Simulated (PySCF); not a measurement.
# Substituent chemical shifts

Parent skeleton `[BH3:1]`; one hydrogen on atom 1 is replaced by X. Hydrogens on one atom are averaged.

[PySCF 2.14.0 with density-fitted response routines: PBE0-D3(BJ)/def2-SVP structure; shieldings: GIAO PBE0/pcSseg-1; one computed conformer; no solvent model; rapidly exchanging positions averaged; non-relativistic]

Shifts are taken against calculated references (same method and geometry level): ¹¹B vs BF3·OEt2; ¹H vs TMS.

Parent (X = H): B1 94.3, H(B1) 8.28 ppm. Effects are Δδ = δ(X) − δ(H), positive for deshielding.

(1) Give Δδ (ppm) for X = NHSiH3, SSiH3, Br, nPr, CH2CF3, CH2OCH3, iPr, CF=CF2, SCH3.

(2) Which position responds most, and to which substituents?

## Answers

(1) 
```csv
X,SMILES,B1,H(B1)
NHSiH3,BN[SiH3],-49.2,-3.11
SSiH3,BS[SiH3],-20.2,-0.95
Br,BBr,-9.6,-0.51
nPr,BCCC,-2.2,-0.49
CH2CF3,BCC(F)(F)F,-5.7,-0.49
CH2OCH3,BCOC,-6.2,-0.66
iPr,BC(C)C,-8.5,-0.90
CF=CF2,BC(F)=C(F)F,-31.0,-1.48
SCH3,BSC,-26.4,-1.39
```

(2) B1: from -49.2 ppm with NHSiH3 to -2.2 ppm with nPr.

Spin–orbit coupling is absent, so the carbon bonded to Br is computed too deshielded.
